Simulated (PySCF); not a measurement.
Species: C₃H₂FN₂ (charge -1).
Z-matrix (Å and degrees, GFN2-xTB geometry), rows numbered from 1:
```
F 
C   1  1.3765
C   2  1.3887  1  125.74
C   3  1.3937  2  100.93  1  -179.97
N   4  1.3330  3  110.99  2    -0.00
N   2  1.3226  1  121.39  3  -179.98
H   3  1.0771  2  128.95  1     0.06
H   4  1.0817  3  128.42  2   179.96
```

ESP-fitted charges (e) from the PBE0/pcSseg-1 density (PySCF), one withheld:

```tsv
atom	bonded to	charge
F1	C2	-0.3433
C2	F1 C3 N6	+0.6675
C3	C2 C4 H7	-0.6993
C4	C3 N5 H8	?
N5	C4 N6	-0.4697
N6	N5 C2	-0.5156
H7	C3	+0.1715
H8	C4	+0.0190
```

Problem. What is the charge on C4?

Solution. The charges add up to the total charge, -1. The others sum to -1.1699, which leaves +0.1699 e for C4 (aromatic CH next to a ring nitrogen).

Problem. Add each hydrogen's charge to the atom that carries it.

Solution. C3 -0.5278, C4 +0.1889. Atoms without hydrogen keep their charges.

Problem. Across which bond do the charges differ most?

Solution. C2–C3: +0.6675 on C2 against -0.6993 on C3, a difference of 1.3668 e.

Problem. Take the bonds between elements whose Pauling electronegativities differ by more than 0.25. In how many does the more electronegative atom carry the lower charge?

Solution. In 4 of 5; it doesn't in C4–H8.

Problem. How much positive and how much negative charge does this set hold in all?

Solution. +1.0279 e on 4 atoms and -2.0279 e on 4.

The ESP scheme fits charges at the nuclei, held to the total charge, to the electrostatic potential on points at 1.4 to 2.0 times the van der Waals radii. Isolated species at its GFN2-xTB geometry, gas phase. The pcSseg-1 basis has no diffuse functions, a weakness for an anion.
